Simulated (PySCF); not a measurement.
A PySCF script (with the pyscf-properties extension) for the NMR shieldings of SMILES C[C@@H](Cl)CCl, C$_{3}$H$_{6}$Cl$_{2}$, on a PBE0-D3(BJ)/def2-TZVP geometry:

```python
import basis_set_exchange as bse
import numpy as np
from pyscf import gto, dft
from pyscf.prop import nmr

atoms = """
C     1.147934    0.259691    0.569268
C     0.006152    0.425117   -0.402084
Cl    0.605741    0.240856   -2.087198
C    -1.104844   -0.589371   -0.237009
Cl   -1.929238   -0.370978    1.329702
H     1.921333    1.004401    0.382528
H     1.591173   -0.733573    0.474069
H     0.781100    0.383555    1.590068
H    -0.410273    1.431613   -0.350067
H    -0.711680   -1.605123   -0.262250
H    -1.857568   -0.470986   -1.013032
"""
names = dict.fromkeys(["C", "Cl", "H"], "pcSseg-2")
basis = {el: gto.basis.parse(bse.get_basis(n, elements=[el], fmt="nwchem")) for el, n in names.items()}
mol = gto.M(atom=atoms, basis=basis, charge=0, verbose=0)
mf = dft.RKS(mol, xc="PBE0")
mf.grids.level = 2
mf.grids.alignment = dft.numint.BLKSIZE   # the property module wants whole blocks of grid points
mf.conv_tol = 1e-9
mf.kernel()

calc = nmr.RKS(mf)   # GIAO
C = mf.mo_coeff
Co = C[:, mf.mo_occ > 0]
resp = mf.gen_response(singlet=True, hermi=2)
def vind(x):   # induced exchange potential for any number of trial vectors
    d = np.einsum("pi,xij,qj->xpq", C, 2 * x.reshape(-1, C.shape[1], Co.shape[1]), Co, optimize=True)
    return np.einsum("xpq,pi,qj->xij", resp(d - d.transpose(0, 2, 1)), C, Co, optimize=True).ravel()
mo1, _ = nmr.rhf.solve_mo1(calc, with_cphf=vind)
sigma = calc.kernel(mo1)
for i, s in enumerate(sigma):   # ppm
    print("%2d %-2s %9.2f" % (i, mol.atom_pure_symbol(i), np.trace(s) / 3))
```

Task: Give the expected output.

Result: 
```
 0 C     162.04
 1 C     123.07
 2 Cl    756.19
 3 C     130.57
 4 Cl    843.22
 5 H      29.99
 6 H      30.55
 7 H      29.48
 8 H      27.58
 9 H      28.26
10 H      27.74
```

These numbers come from an equivalent density-fitted implementation of the same equations, which agrees with the script to about 0.01 ppm for H and up to a few tenths of a ppm for heavy atoms, so last digits may differ.

Task: Turn these shieldings into chemical shifts. Shifts are taken against calculated references (same method and geometry level): TMS for 13C (σ = 186.03 ppm) and 1H (σ = 31.52 ppm); HCl for 35Cl (σ = 945.66 ppm).

Result: Averaging equivalent atoms: C 1: 63.0; C 3: 55.5; C 0: 24.0; Cl 2: 189; Cl 4: 102; H 8: 3.95; H 10: 3.78; H 9: 3.26; H 5/6/7: 1.52 ppm. 

Size and cost of the density-fitted run: 278 basis functions, 33 s wall time on 1 thread of an Arm Neoverse V1, shared host; peak memory 1.2 GiB.
